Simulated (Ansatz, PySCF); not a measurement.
Constitutional and geometric isomers with formula C2H3N. All species are isolated molecules in the gas phase. Strings in code marks are SMILES.

Quantity: electronic energy of isomers of C2H3N relative to `CC#N`, in eV.

Level 1: frozen-core CCSD(T)/cc-pVTZ // PBE0-D3(BJ)/def2-TZVP (Ansatz, a quantum-chemistry and plane-wave program)
Level 2: PBE-D3(BJ)/def2-TZVP // PBE0-D3(BJ)/def2-TZVP (PySCF)
Level 3: PBE0-D3(BJ)/def2-TZVP (PySCF)
Level 4: B3LYP/6-311+G** // PBE0-D3(BJ)/def2-TZVP (PySCF)

| species | level 1 | level 2 | level 3 | level 4 |
|---|---|---|---|---|
| `C=C=N` | 1.25 | 0.91 | (withheld) | 1.04 |
| `[C-]#[N+]C` | 1.05 | 1.08 | 1.04 | 1.04 |
| `C#CN` | (withheld) | (withheld) | 1.75 | 1.75 |

### Question
Some entries are withheld; supply them.

### Answer

- `C=C=N`, level 3: 1.00
- `C#CN`, level 1: 1.90
- `C#CN`, level 2: 1.74
